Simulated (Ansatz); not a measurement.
# LiHS: one structure at several levels

An exercise on one series of results from a longer session: the logs are not shown, and one member is left open.

Method: single points in def2-TZVPP; program: Ansatz 0.2.0, Gaussian basis.

Correlated methods freeze the cores. The outer core shell of Li, Na, Mg and K is correlated.

## Starting geometry

SMILES `[Li][SH]`, 3 atoms, charge 0, spin multiplicity 1.

Atoms are counted from 1 here; the program's logs count them from 0.

Bond lengths: Li1–S2 2.025 Å, S2–H3 1.463 Å. Angles: Li1–S2–H3 98.0°.

As a file:

```xyz
3
charge 0, multiplicity 1
Li    0.9977   -1.0182    0.4289
S    -0.6338   -0.1491   -0.3983
H    -0.3249    1.2375   -0.0488
```

Set-up of the first run:

run/in.yaml

```yaml
crystal:
  periodic: [false, false, false]
  atoms:
    - {symbol: Li, position_ang: [0.997700, -1.018200, 0.428900]}
    - {symbol: S, position_ang: [-0.633800, -0.149100, -0.398300]}
    - {symbol: H, position_ang: [-0.324900, 1.237500, -0.048800]}
basis:
  gaussian: {orbitals: def2-TZVPP}
correlation: {method: ccsd_t}
output: {forces: true}
```

No record of the launch command was kept for these runs.

Among the steps run: CCSD(T)/def2-TZVPP; PBE0-D4/def2-TZVPP; wB97M-V/def2-TZVPP; r2SCAN-D4/def2-TZVPP; PBE-D4/def2-TZVPP; SPW92/def2-TZVPP; HSE06-D4/def2-TZVPP.

One table of the session follows, with a row left open; its other results are not shown here.

| method | RMS force component (eV/Å) | angle to CCSD(T) forces (°) | dipole (D) |
| --- | --- | --- | --- |
| CCSD(T) | 1.269 | reference | 6.60 |
| PBE0-D4 | 1.237 | 2.8 | 6.46 |
| wB97M-V | 1.261 | 2.1 | 6.46 |
| r2SCAN-D4 | 1.246 | 0.6 | 6.51 |
| PBE-D4 | 1.122 | 1.0 | 6.23 |
| SPW92 | 1.079 | 3.0 | 6.24 |
| HSE06-D4 | ? | ? | ? |

Q: Estimate the row for HSE06-D4 from the others.

As computed: RMS force component (eV/Å): 1.234; angle to CCSD(T) forces (°): 2.7; dipole (D): 6.45. In the column «RMS force component (eV/Å)» it lies between PBE-D4 (1.122) and PBE0-D4 (1.237).
